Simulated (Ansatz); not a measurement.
## singlet SiO2: levels of theory in one basis

```yaml
atoms:
  - { symbol: O, position_ang: [0.0000, 0.0000, -1.6610] }
  - { symbol: Si, position_ang: [0.0000, 0.0000, 0.0000] }
  - { symbol: O, position_ang: [0.0000, 0.0000, 1.6610] }
```

Basis set: def2-SVP (spherical functions). Correlated methods keep 7 orbitals frozen. Charge 0, multiplicity 1.

Computed with Ansatz (development build ahead of 0.2.0); each method stands on the lowest determinant of its kind that the runs found.

| method | E − E(RHF) (eV) | <S²> of the determinant |
| --- | --- | --- |
| RHF | 0.00 | – |
| RHF-MP2 | -13.59 | – |

Problem. What does RHF-CCSD(T) give on the same scale?

Solution. -13.92 eV.
